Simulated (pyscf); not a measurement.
**Four-centre exchange: `[Cl][BH][Cl]` + `[ClH]` -> `[Cl][Cl]` + `[BH2][Cl]`**

Gas phase, singlet surface, charge 0. Bonds broken: Cl1–B2, Cl5–H6. Bonds formed: Cl1–Cl5, B2–H6. Single points on ωB97X-D3(BJ)/def2-SVP structures (PySCF, gas phase). Correlated levels are frozen-core, on RHF or UHF. ΔMP2 is the change of the MP2 total energy from the triple- to the quadruple-zeta basis.

Transition state (Å):

```xyz
6

Cl     0.2680     0.4397     0.8902
B     -1.0626    -0.3936     0.0430
Cl    -0.7892    -2.0374    -0.5485
H     -2.1621    -0.0384     0.4420
Cl     0.7767     1.6052    -1.2896
H     -1.0812     0.5096    -0.9395
```

One imaginary mode, 1408i cm⁻¹; descent along it reached the two sides named.

```json
[
 {"bond": "Cl1–B2", "change": "breaks", "reactant side (Å)": "1.738", "saddle": "1.784", "product side": "2.9"},
 {"bond": "Cl5–H6", "change": "breaks", "reactant side (Å)": "1.285", "saddle": "2.185", "product side": "3.5"},
 {"bond": "Cl1–Cl5", "change": "forms", "reactant side (Å)": "3.8", "saddle": "2.524", "product side": "2.019"},
 {"bond": "B2–H6", "change": "forms", "reactant side (Å)": "3.1", "saddle": "1.335", "product side": "1.203"}
]
```

Electronic energies relative to the separated reactants (eV):

```csv
level,barrier,reaction energy,reverse barrier
ωB97X-D3(BJ)/def2-TZVP,5.00,+2.71,2.29
r²SCAN/def2-TZVP,4.11,+2.77,1.33
B3LYP-D3(BJ)/def2-TZVP,4.29,+2.61,1.68
PBE0-D3(BJ)/def2-TZVP,4.40,+2.73,1.67
M06-2X/def2-TZVP,4.88,+2.66,2.22
ωB97M-D3(BJ)/def2-TZVP,4.90,+2.71,2.19
HF/def2-TZVP,6.76,+2.75,4.01
MP2/def2-QZVPP,4.82,+2.90,1.92
CCSD/def2-TZVPP,5.17,+2.79,2.37
CCSD(T)/def2-TZVPP,4.63,+2.79,1.83
CCSD(T)/def2-TZVPP + ΔMP2(QZVPP),4.59,+2.75,1.84
```

With CCSD(T)/def2-TZVPP + ΔMP2(QZVPP) energies and thermal terms (ideal gas, 1 atm, RRHO with modes under 100 cm⁻¹ raised to 100, one conformer, R ln 2 for rigid chiral ones), in eV:

```csv
T (K),ΔH‡,ΔG‡,ΔH,ΔG
298,4.49,4.89,+2.75,+2.74
600,4.50,5.30,+2.74,+2.74
900,4.53,5.70,+2.74,+2.74
1200,4.55,6.08,+2.74,+2.73
```

The same reactants have a lower exit, to Cl–B(Cl)–Cl + H₂ (barrier +1.07 eV at ωB97M-D3(BJ), against +4.90 eV here). One saddle was located; it need not be the lowest between these sides. A restricted solution here is unstable towards spin polarisation, so biradical character is likely and single-reference numbers are less safe. The CCSD(T) − MP2 part came from Ansatz, without density fitting, on the same reference. The largest closed-shell T1 diagnostic is 0.045, which may signal static correlation.
